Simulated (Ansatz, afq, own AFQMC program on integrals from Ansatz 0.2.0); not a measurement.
# Breaking Si2–O1 in SiH4O, singlet

| atom | x (Å) | y (Å) | z (Å) |
| --- | --- | --- | --- |
| O | 0.6476 | -1.0455 | 0.4249 |
| Si | -0.0343 | 0.3457 | -0.1869 |
| H | 0.0659 | -1.6373 | 0.9099 |
| H | -1.1337 | 0.0500 | -1.1598 |
| H | 1.0600 | 1.0754 | -0.8814 |
| H | -0.6054 | 1.2116 | 0.8932 |

Products: SiH$_{3}$ (doublet; SiH3) and HO (doublet), each relaxed with PBE0/def2-SVP like the molecule; electronic energies without zero-point terms. Determinants: RHF, UHF and UHF in that order.

Basis def2-TZVP. Only valence electrons are correlated. AFQMC by an in-house program on the Cholesky factors that Ansatz 0.2.0 writes for its CCSD(T) run. ph-AFQMC/CISD is guided by a CISD state made of CCSD amplitudes; releasing the constraint for a short imaginary time cuts its bias at the price of noise, slowly where states lie close. ± is one standard error of the sampling. The errors of all members are added in quadrature.

No full CI on the walks' own integrals is used here; CCSDT(Q) serves as the reference and is uncertain by about the last step of the cluster series. Each member takes its own surest rung, up to full CI.

The best estimate is CCSD(T) at the basis-set limit (CBS: def2-TZVPP and def2-QZVPP, with their diffuse functions for anions and beside diffuse sets, CCSD(T) itself extrapolated) plus the step from CCSD(T) to CCSDT(Q) in def2-TZVP. Rows without CBS are in def2-TZVP; B2PLYP and the wave-function rows carry a basis error of their own. Core correlation and relativity beyond core potentials are missing, and ± holds the sampling alone.

Cautions: SiH₄O (singlet): released walk and highest rung disagree (by 13 meV at 2.40 1/Eh).

Best estimate: 127.9 kcal/mol.

| level | bond energy (kcal/mol) | error against the best estimate (kcal/mol) |
| --- | --- | --- |
| HF | 93.3 | -34.6 |
| MP2 | 131.4 | 3.5 |
| CCSD | 121.5 | -6.5 |
| CCSD(T) | 123.7 | -4.2 |
| CCSDT | 123.3 | -4.6 |
| CCSDT(Q) | 123.5 | -4.4 |
| ph-AFQMC/CISD | 123.7 ± 0.1 | -4.3 ± 0.1 |
| released AFQMC | 123.1 ± 0.1 | -4.8 ± 0.1 |
| HF/CBS | 93.8 | -34.1 |
| MP2/CBS | 136.0 | 8.0 |
| CCSD(T)/CBS | 128.1 | 0.2 |
| PBE | 123.1 | -4.8 |
| r2SCAN | 120.9 | -7.0 |
| PBE0 | 121.0 | -6.9 |
| B3LYP | 121.4 | -6.6 |
| wB97M-V | 127.4 | -0.5 |
| B2PLYP | 124.5 | -3.4 |

Correlation beyond CCSD(T) takes off 0.2 kcal/mol. Going to the basis-set limit adds 4.4 kcal/mol at CCSD(T). The perturbative (T) step is worth +2.2 kcal/mol. The functionals spread over 6.5 kcal/mol; wB97M-V comes nearest and r2SCAN is 7.0 kcal/mol too low.

Best estimates are given only where the step beyond CCSD(T) is under 0.3 eV and no member's determinant is very poor (T1 over 0.05, or 0.07 for open shells, ⟨S²⟩ too high by 0.3, two states mixed), so the hardest cases are missing from such tables.

The functionals ran in a triple-zeta set and keep a basis error of their own, a few kJ/mol for each bond in atomization energies and more for double hybrids, so close places among them and the extrapolated levels can swap.

CCSDT and higher add their correlation energy to the determinant of the CCSD(T) run, since their own runs factorise the integrals more tightly (a shift of under 2 meV). Each member of a difference takes its own highest rung, so a best estimate needn't equal the limit plus the step of one row. Released energies are given only where the last usable release times agree within the noise; a slower fall can still hide under it.
